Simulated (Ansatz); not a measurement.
C4H12N2 (`CNCCNC`), relaxed with RKS PBE-D4/def2-SVP in Ansatz from a rough embedded geometry. The force threshold is 0.03 eV/Å; the program also tests the step.

Total charge 0; spin multiplicity 1.

Start:

```xyz
18

C    -1.145   -0.181   -2.583
N    -0.886   -0.507   -1.223
C     0.569   -0.513   -0.892
C     0.676   -0.526    0.710
N     0.082    0.623    1.292
C     0.240    0.619    2.726
H    -0.634   -0.836   -3.270
H    -0.765    0.894   -2.783
H    -2.211   -0.140   -2.856
H    -1.368    0.164   -0.608
H     1.007   -1.400   -1.335
H     1.013    0.379   -1.278
H     1.843   -0.498    0.853
H     0.305   -1.447    1.027
H     0.482    1.470    0.902
H    -0.237   -0.258    3.153
H    -0.265    1.501    3.176
H     1.293    0.657    2.989
```

```
        step  energy (eV)  largest force (eV/Å)  largest move (Å)
           1   -7307.9149                 5.274             0.000
           2   -7308.4292                 1.837             0.100
           3   -7308.5237                 0.330             0.086
           4   -7308.5325                 0.120             0.034
           5   -7308.5336                 0.106             0.067
6 (rejected)   -7308.5300                 0.229             0.070
           7   -7308.5355                 0.025             0.035
           8   -7308.5360                 0.018             0.034
```

End:

```xyz
18

C    -1.180   -0.179   -2.563
N    -0.844   -0.470   -1.186
C     0.573   -0.435   -0.893
C     0.796   -0.492    0.616
N     0.163    0.652    1.261
C     0.173    0.606    2.712
H    -0.792   -0.977   -3.233
H    -0.771    0.793   -2.954
H    -2.282   -0.155   -2.691
H    -1.302    0.186   -0.539
H     1.085   -1.297   -1.378
H     1.089    0.485   -1.298
H     1.892   -0.584    0.837
H     0.312   -1.414    1.010
H     0.618    1.514    0.936
H    -0.429   -0.259    3.065
H    -0.293    1.523    3.127
H     1.192    0.502    3.172
```

Hardware: 4 threads of an Arm Neoverse V2 on a shared host. Wall time 14 s, peak host memory 0.2 GiB.
